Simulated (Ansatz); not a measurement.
chloroform (CHCl₃), SMILES ClC(Cl)Cl.

Geometry: TPSSh-D3(BJ)/def2-SVP.

Two levels are set side by side: PBE/def2-SVPD (Ansatz, a program for electronic structure) and PBE0/def2-SVPD (Ansatz). Energy differences of separate SCF runs at the same geometry; the states with an electron removed or added have multiplicity 2 and 2. Differences are taken from unrounded values.

```csv
quantity,PBE0
vertical ionisation energy (eV),11.24
vertical singlet–triplet gap (eV),5.95
```

Problem. What does PBE give, and how far is it from PBE0? (Estimate from the structure and the level; the computed values follow.)

Solution. 
```csv
quantity,PBE,PBE minus PBE0
vertical ionisation energy (eV),10.72,-0.52
vertical singlet–triplet gap (eV),5.37,-0.59
```
